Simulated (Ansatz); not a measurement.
**BNH4 (SMILES BN): B3LYP/def2-TZVPP**

What is the energy change on altering one bond length of BNH4 at B3LYP/def2-TZVPP? 

Program for the calculation: Ansatz 0.2.0.

56 further runs of the same task are left out: 56 set aside as unsound or not needed.

**1. The molecule**

BNH4: 6 atoms, total charge 0, spin state singlet. SMILES: `BN`. The coordinates come from a PBE0-D4/def2-TZVP relaxation.

Bond lengths: B1–N2 1.385 Å, B1–H3 1.197 Å, B1–H4 1.197 Å, N2–H5 1.006 Å, N2–H6 1.006 Å. Angles: B1–N2–H5 123.2°, B1–N2–H6 123.2°, N2–B1–H3 119.0°, N2–B1–H4 119.0°, H5–N2–H6 113.5°, H3–B1–H4 122.0°.

**2. The energy at B3LYP/def2-TZVPP**

molecule.yaml

```yaml
crystal:
  periodic: [false, false, false]
  atoms:
    - symbol: B
      position_ang: [-0.128200, -0.679600, -0.025600]
    - symbol: N
      position_ang: [0.146100, 0.677400, 0.010800]
    - symbol: H
      position_ang: [0.225800, -1.368000, 0.887500]
    - symbol: H
      position_ang: [-0.712000, -1.128700, -0.969200]
    - symbol: H
      position_ang: [-0.121600, 1.313700, -0.720800]
    - symbol: H
      position_ang: [0.632000, 1.121400, 0.771300]
basis:
  gaussian:
    orbitals: def2-TZVPP
hamiltonian:
  xc: {name: B3LYP}
accuracy: high
output:
  orbitals: {seedname: orbitals}
```

Run with:

```bash
ansatz run molecule.yaml --threads 1 --pin off --max-ram 3480MiB --events-out events.jsonl --progress --plain --runs-dir runs
```

Standard output:

```text
Warning: RAYON_NUM_THREADS=1 ignored (pool sized by the plan → 1); use --threads N
Functional definition: B3LYP
  name "B3LYP"
  parameter a0 = 0.2
  parameter ax = 0.72
  parameter ac = 0.81
  exchange = (1 - a0 - ax)*slater_x + ax*b88_x + a0*exact_x
  correlation = (1 - ac)*vwn_rpa_c + ac*lyp_c
2045 factors; integrals over basis functions are off by at most 3.0e-9 eV
mean field evaluation 1: about -2226.9779 eV, gradient 5.9e1 eV
mean field evaluation 2: about -2217.4128 eV, gradient 8.4e1 eV
mean field evaluation 4: about -2233.5807 eV, gradient 3.6e0 eV
mean field evaluation 8: about -2233.6148 eV, gradient 2.6e-2 eV
mean field evaluation 16: about -2233.6148 eV, gradient 5.6e-8 eV
mean field -2233.61484364 eV, -82.0838315052 hartree, gradient 5.6e-8 eV, S^2 0.000000; 0 other end points of the search recorded, 0 dependent functions left out
reference -2233.61487869 eV, -82.0838327932 hartree; 8, 8 occupied and 110, 110 virtual orbitals, 2045 factors
Total energy: -2233.61487869 eV, -82.0838327932 hartree
```

It took 6.6 s on 1 thread of Arm Neoverse V1, shared host; peak memory 0.3 GiB.

**3. The distorted shape, same level**

molecule.yaml

```yaml
crystal:
  periodic: [false, false, false]
  atoms:
    - symbol: B
      position_ang: [-0.169352, -0.883187, -0.031061]
    - symbol: N
      position_ang: [0.146100, 0.677400, 0.010800]
    - symbol: H
      position_ang: [0.184648, -1.571587, 0.882039]
    - symbol: H
      position_ang: [-0.753152, -1.332287, -0.974661]
    - symbol: H
      position_ang: [-0.121600, 1.313700, -0.720800]
    - symbol: H
      position_ang: [0.632000, 1.121400, 0.771300]
basis:
  gaussian: {orbitals: def2-TZVPP}
hamiltonian: {xc: {name: B3LYP}}
accuracy: high
output: {orbitals: {seedname: orbitals}}
```

Run with:

```bash
ansatz run molecule.yaml --threads 1 --pin off --max-ram 3480MiB --events-out events.jsonl --progress --plain --runs-dir runs
```

Standard output:

```text
Warning: RAYON_NUM_THREADS=1 ignored (pool sized by the plan → 1); use --threads N
Functional definition: B3LYP
  name "B3LYP"
  parameter a0 = 0.2
  parameter ax = 0.72
  parameter ac = 0.81
  exchange = (1 - a0 - ax)*slater_x + ax*b88_x + a0*exact_x
  correlation = (1 - ac)*vwn_rpa_c + ac*lyp_c
2032 factors; integrals over basis functions are off by at most 3.2e-9 eV
mean field evaluation 1: about -2226.6667 eV, gradient 5.7e1 eV
mean field evaluation 2: about -2210.2780 eV, gradient 9.4e1 eV
mean field evaluation 4: about -2232.9379 eV, gradient 3.9e0 eV
mean field evaluation 8: about -2232.9829 eV, gradient 3.8e-2 eV
mean field evaluation 16: about -2232.9829 eV, gradient 6.6e-7 eV
mean field -2232.98292804 eV, -82.0606090353 hartree, gradient 2.5e-8 eV, S^2 0.000000; 0 other end points of the search recorded, 0 dependent functions left out
reference -2232.98296360 eV, -82.0606103420 hartree; 8, 8 occupied and 110, 110 virtual orbitals, 2032 factors
Total energy: -2232.98296360 eV, -82.0606103420 hartree
```

Run time: 6.3 s. Hardware: 1 thread of Arm Neoverse V1, shared host; peak memory 0.3 GiB.

**4. Summary of results**

Level: B3LYP/def2-TZVPP.

```
                                                         quantity         value
                                        first shape: total energy  -82.08383 Eh
                                         first shape: HOMO energy      -8.44 eV
                                         first shape: LUMO energy      -0.02 eV
                                       first shape: HOMO–LUMO gap       8.41 eV
                                    distorted shape: total energy  -82.06061 Eh
                                     distorted shape: HOMO energy      -7.62 eV
                                     distorted shape: LUMO energy      -0.81 eV
                                   distorted shape: HOMO–LUMO gap       6.81 eV
energy change with the B1–N2 bond stretched from 1.385 to 1.593 Å      0.632 eV
```

**Reading.** With the B1–N2 bond stretched from 1.385 to 1.593 Å the energy rises by 0.63 eV (14.6 kcal/mol). The first shape isn't relaxed at this level, so the change isn't measured from a minimum.
